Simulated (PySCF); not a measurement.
Isomers of H7PSi2. Method: PBE0-D3(BJ)/def2-SVP geometry optimisation, gas phase (PySCF). Energies are electronic, without zero-point or thermal terms, for one conformer each. No frequencies were run at this level. Point groups hold within 0.08 Å.

Question: Rank from lowest to highest electronic energy at this level (kcal/mol).
A. `[SiH3:1][SiH2:2][PH2:3]` with Si1–Si2–P3–H -165° and -71°
B. `[SiH3]P[SiH3]`

Answer: B (0.0), A (4.2).

As drawn, the higher has an Si–Si bond, which the lower lacks.

```json
{"SMILES": "[SiH3]P[SiH3]", "E (Eh)": "-923.87953", "E rel (kcal/mol)": "0.0", "dipole (D)": "0.83", "point group": "–", "A, B, C (MHz)": "8123, 2570, 2079"}
{"SMILES": "[SiH3][SiH2]P", "E (Eh)": "-923.87277", "E rel (kcal/mol)": "4.2", "dipole (D)": "0.84", "point group": "–", "A, B, C (MHz)": "9254, 2120, 1822"}
```

Q: How do the relative energies change in single points at PBE0/pcSseg-1 (no added dispersion term) on the same geometries?

A: 
| SMILES | PBE0-D3(BJ)/def2-SVP (kcal/mol) | PBE0/pcSseg-1 (kcal/mol) | shift |
| --- | --- | --- | --- |
| [SiH3]P[SiH3] | 0.0 | 0.0 | 0.0 |
| [SiH3][SiH2]P | 4.2 | 3.5 | -0.7 |

Each column counts from its own lowest isomer. The order is unchanged; the largest shift is 0.7 kcal/mol.

Q: As an exercise, what shares would exp(−E/RT) give at 500 K from these electronic energies alone (no entropy, no degeneracies)?

A: RT = 0.994 kcal/mol: [SiH3]P[SiH3] 98.6 %, [SiH3][SiH2]P 1.4 %.
